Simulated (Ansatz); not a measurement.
System: CH₅N, charge 0, triplet.
HTBH set geometry:
```
C
H 1 1.0835
H 1 1.0835 2 114.60
H 1 1.0835 2 114.60 3 -135.39
H 1 1.3953 2 101.55 3 112.38
N 5 1.2118 1 174.46 2 -176.62
H 6 1.0316 5 99.32 1 -0.92
```
Charge 0, spin multiplicity 3.

Total energies in aug-cc-pVDZ, 14 correlated electrons, 2 frozen orbitals. Open shells are spin-unrestricted; no spin-orbit coupling. Correlated methods leave the cores frozen. No relativity. The UHF reference of CH5N (saddle point or complex, triplet) is spin-contaminated (<S^2> up to 0.06 over the pure value in the sets run).

```json
[
 {"method": "HF", "program": "Ansatz", "energy (Eh)": "-95.10959", "minus CCSDT(Q) (mEh)": "356.00"},
 {"method": "MP2", "program": "Ansatz", "energy (Eh)": "-95.41079", "minus CCSDT(Q) (mEh)": "54.80"},
 {"method": "CCSD", "program": "Ansatz", "energy (Eh)": "-95.45399", "minus CCSDT(Q) (mEh)": "11.60"},
 {"method": "CCSD(T)", "program": "Ansatz", "energy (Eh)": "-95.46384", "minus CCSDT(Q) (mEh)": "1.75"},
 {"method": "CCSDT(Q)", "program": "Ansatz", "energy (Eh)": "-95.46559", "minus CCSDT(Q) (mEh)": "0.00"}
]
```

Rough core times of Ansatz's runs on a shared machine: CCSD(T) under 20 s, CCSDT(Q) 80 min.

Ansatz is an electronic-structure program.
